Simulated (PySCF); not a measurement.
Compound: C2H6Si.
InChI=1S/C2H6Si/c1-2-3-1/h1-3H2

The closed-shell ground state was solved at several levels (PySCF, density fitting, gas phase, non-relativistic). Isolated species at its PBE0-D3(BJ)/def2-SVP geometry, gas phase.

```
              level  basis functions  HOMO (eV)  LUMO (eV)  gap (eV)  dipole (D)
      PBE0/def2-SVP               76      -6.83       0.76      7.59        0.07
CAM-B3LYP/def2-SVPD              112      -8.17       1.19      9.36        0.06
 CAM-B3LYP/pcSseg-2              199      -8.15       0.99      9.14        0.08
  LC-wPBE/def2-SVPD              112      -9.50       2.28     11.78        0.08
       PBE0/cc-pVTZ              178      -6.83       0.42      7.25        0.11
     B97-2/pcSseg-2              199      -6.60       0.13      6.73        0.07
       KT3/pcSseg-2              199      -5.80      -0.68      5.12        0.15
       KT2/pcSseg-2              199      -5.79      -0.65      5.14        0.18
   PBE0/aug-cc-pVTZ              280      -6.84      -0.08      6.76        0.09
   wB97X-D/pcSseg-2              199      -8.68       1.78     10.46        0.01
       B3LYP/6-31G*               58      -6.43       0.58      7.01        0.27
    B3LYP/def2-TZVP              135      -6.63       0.04      6.67        0.04
```

(1) Estimate the row for PBE0/def2-SVPD, a basis of 112 functions; the other rows only guide the guess.

(2) Over all these levels, which gives the widest orbital gap and which the narrowest?

(3) How much does the basis alone move the frontier levels among the 4 PBE0 rows (the withheld one included)?

(4) How far do the dipole and the HOMO energy spread over the levels?

Answers

(1) HOMO -6.86 eV, LUMO 0.32 eV, gap 7.18 eV, dipole 0.07 D.

(2) LC-wPBE/def2-SVPD (range-separated hybrid) has the widest, 11.78 eV, and KT3/pcSseg-2 (GGA) the narrowest, 5.12 eV. Functional and basis both differ between the two, so the spread mixes both effects.

(3) The HOMO by 0.03 eV and the LUMO by 0.84 eV. By rising basis size (HOMO, LUMO in eV): def2-SVP -6.83, 0.76; def2-SVPD -6.86, 0.32; cc-pVTZ -6.83, 0.42; aug-cc-pVTZ -6.84, -0.08.

(4) The dipole runs from 0.01 to 0.27 D (mean 0.10 D) and the HOMO from -9.50 to -5.79 eV.
